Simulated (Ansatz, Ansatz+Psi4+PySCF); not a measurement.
```xyz
2

B     0.0000    0.0000   -0.5893
N     0.0000    0.0000    0.5893
```

Basis set: cc-pVTZ (spherical functions). Left uncorrelated: 2 orbitals. Charge 0, multiplicity 1.

Computed with Ansatz (development build ahead of 0.2.0); the reference of a correlated method needn't be the lowest determinant of its kind. Restricted open shells among the atoms or ions are ROHF, correlated in semicanonical orbitals with singles.

Question: Give the atomization energy at this shape (free ground-state atoms in the same class of orbitals less the molecule, no zero-point energy) of singlet BN by RHF-CCSD(T), UHF-BCCD(T), UHF-CCSD(T).

Answer:

```csv
method,atomization energy
RHF-CCSD(T),371.6 kJ/mol
UHF-BCCD(T),343.7 kJ/mol
UHF-CCSD(T),333.6 kJ/mol
```

Caution: the program doubts this total; the reference determinant was not shown to be the lowest; the shape is not the minimum. Caution for RHF-CCSD(T): an unrestricted determinant lies well below; other determinants can give a lower correlated total. Caution for UHF-BCCD(T), UHF-CCSD(T): another reference gives a lower total; the unrestricted determinant is spin contaminated.
